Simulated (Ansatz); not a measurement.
**doublet AlO: levels of theory in one basis**

```xyz
2

Al    0.0000    0.0000    0.0000
O     0.0000    0.0000    1.7798
```

Basis set: def2-SVP (spherical functions). Left uncorrelated: 6 orbitals. Correlation on ROHF uses semicanonical orbitals with singles. Charge 0, multiplicity 2.

Computed with Ansatz (development build ahead of 0.2.0); each method stands on the lowest determinant of its kind that the runs found.

```csv
method,E − E(ROHF) (eV),<S²> of the determinant
ROHF,0.00,–
UHF,-0.10,0.76
ROHF-MP2,-5.05,–
UHF-MP2,-5.05,0.76
ROHF-CCSD(T),-5.80,–
```

Q: Is a single determinant a sound starting point here?

A: Only with care. Unrestricted orbitals gain 0.10 eV and <S²> is 0.76 against 0.75 for a pure state, but several determinants compete.

Caution: the determinant may break the point group. Caution for ROHF-CCSD(T): another reference gives a lower total.
